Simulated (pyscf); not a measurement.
**Hydrogen abstraction: H₃Si–SeH + H• → •H₂Si–SeH + H₂**

Gas phase, doublet surface, charge 0. Bonds broken: Si2–H4. Bonds formed: H3–H4. Structures and frequencies: ωB97X-D3(BJ)/def2-SVP in PySCF.

Transition state (Å):

```xyz
7

Se    -1.1895     0.3874     1.7416
Si     0.0062    -0.0588    -0.1355
H     -1.6882    -0.8455    -2.2642
H     -0.9304    -0.4970    -1.3119
H      0.6820     1.2175    -0.4960
H      1.0109    -1.1368     0.0879
H     -1.6608    -0.9957     1.8715
```

One imaginary mode, 896i cm⁻¹; descent along it reached the two sides named.

```tsv
bond	change	reactant side (Å)	saddle	product side
Si2–H4	breaks	1.489	1.566	3.2
H3–H4	forms	3.5	1.266	0.760
```

Electronic energies relative to the separated reactants (kcal/mol):

```
level                   barrier  reaction energy  reverse barrier
----------------------  -------  ---------------  ---------------
ωB97X-D3(BJ)/def2-TZVP      4.2            -14.2             18.4
PBE/def2-TZVP              -0.5            -17.5             17.1
r²SCAN/def2-TZVP           -1.5            -18.5             16.9
B3LYP-D3(BJ)/def2-TZVP     -0.4            -18.3             17.9
PBE0-D3(BJ)/def2-TZVP       1.2            -15.4             16.6
M06-2X/def2-TZVP            4.8            -16.9             21.6
ωB97M-D3(BJ)/def2-TZVP      4.2            -14.1             18.3
HF/def2-TZVP               11.9             -8.5             20.3
```

With ωB97M-D3(BJ)/def2-TZVP energies and thermal terms (ideal gas, 1 atm, RRHO with modes under 100 cm⁻¹ raised to 100, one conformer, R ln 2 for chiral ones without a mode under 150 cm⁻¹), in kcal/mol:

```csv
T (K),ΔH‡,ΔG‡,ΔH,ΔG
298,2.7,9.0,-13.3,-14.9
600,2.5,15.4,-13.3,-16.5
900,2.4,21.8,-13.7,-18.0
1200,2.2,28.3,-14.4,-19.4
```

At PBE, r²SCAN, B3LYP-D3(BJ) this geometry lies under the reactants; that is no barrier but a single point on another level's saddle; such a level's own saddle, if it has one, lies nearer that side and is low. •H₂Si–SeH lies 11.7 kcal/mol over its isomer H₃Si–Se• (electronic energy, ωB97M-D3(BJ)/def2-TZVP). One saddle was located; it need not be the lowest between these sides. The angle at the transferred H is 180°. Elements up to Kr have no core potential and no relativistic terms here.
